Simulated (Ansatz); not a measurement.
We consider bcc Ta, described by PBEsol+SOC (Ansatz, a first-principles code, plane waves, PAW).

Settings: plane-wave cutoff 520 eV, 24×24×24 k mesh, Fermi–Dirac smearing 0.05 eV, PAW data made under PBE.

Cell (relaxed at this level):

```xyz
1
Lattice="-1.6403 1.6403 1.6403 1.6403 -1.6403 1.6403 1.6403 1.6403 -1.6403" Properties=species:S:1:pos:R:3 pbc="T T T"
Ta     0.0000     0.0000     0.0000
```

Question: Estimate the bulk modulus and pressure derivative B′ of the bulk modulus that the calculation returns.

Answer: 
- bulk modulus = 207 GPa
- pressure derivative B′ of the bulk modulus = 3.9

The run finds no gap.

Measured, for comparison: bulk modulus 198 GPa (corrected for temperature and zero-point phonon effects, our sources range from 194 to 203; as tabulated in Levämäki et al. (2014), arXiv:1402.3671). Computed (rounded) less measured: bulk modulus +5 % (+2 % to +7 % over the range).

Static lattice: no zero-point or thermal effects.

Computing time: around 5 core-minutes (rough).
